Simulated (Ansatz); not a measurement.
Results of PBEsol-D3(BJ) (plane waves, PAW; Ansatz, an electronic-structure program) for bcc W.

Settings: plane-wave cutoff 520 eV, 24×24×24 k mesh, Fermi–Dirac smearing 0.05 eV, no spin polarisation, scalar-relativistic PAW data made under PBE.

Cell (relaxed at this level):

```yaml
crystal:
  lattice:
    - [-1.56451, 1.56451, 1.56451]
    - [1.56451, -1.56451, 1.56451]
    - [1.56451, 1.56451, -1.56451]
  atoms:
    - { symbol: W, position: [0.00000, 0.00000, 0.00000] }
```

Predict the bulk modulus B0 and pressure derivative B′ of the bulk modulus.


- bulk modulus B0: 339 GPa
- pressure derivative B′ of the bulk modulus: 4.1

The run finds no gap.

Measured, for comparison: bulk modulus 312 GPa (zero-point energy and finite temperature contributions removed, our sources range from 300 to 328; as tabulated in doi:10.1021/acs.jctc.3c00612). Computed (rounded) less measured: bulk modulus +9 % (+3 % to +13 % over the range).

Spin–orbit coupling is not included.

Computed values are for the static lattice.

Computing time: very roughly 60 core-seconds.
